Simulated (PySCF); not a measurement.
Stepwise substitution at one centre (Si F-H). Gas-phase values, no solvent. Strings in code marks are SMILES.

The dipole moment from two functionals at the same geometries (PBE0-D3(BJ)/def2-TZVP), both in PySCF: PBE-D3(BJ)/def2-TZVP and TPSSh-D3(BJ)/def2-TZVP. 

```tsv
species	TPSSh-D3(BJ)/def2-TZVP (D)
1 of 4 F replaced by H	1.24
2 of 4 F replaced by H (`F[SiH2]F`)	1.39
3 of 4 F replaced by H (`F[SiH3]`)	1.21
4 of 4 F replaced by H (`[SiH4]`)	0.00
```

Problem. What does PBE-D3(BJ)/def2-TZVP give for each?

Solution. 
- 1 of 4 F replaced by H: 1.20
- 2 of 4 F replaced by H (`F[SiH2]F`): 1.34
- 3 of 4 F replaced by H (`F[SiH3]`): 1.17
- 4 of 4 F replaced by H (`[SiH4]`): 0.00
Over these rows, drawn at random from the members with no instability flagged (it was tested for open shells, ions and some series alone), PBE minus TPSSh-D3(BJ): mean -0.03 D, from -0.06 D to 0.00 D.
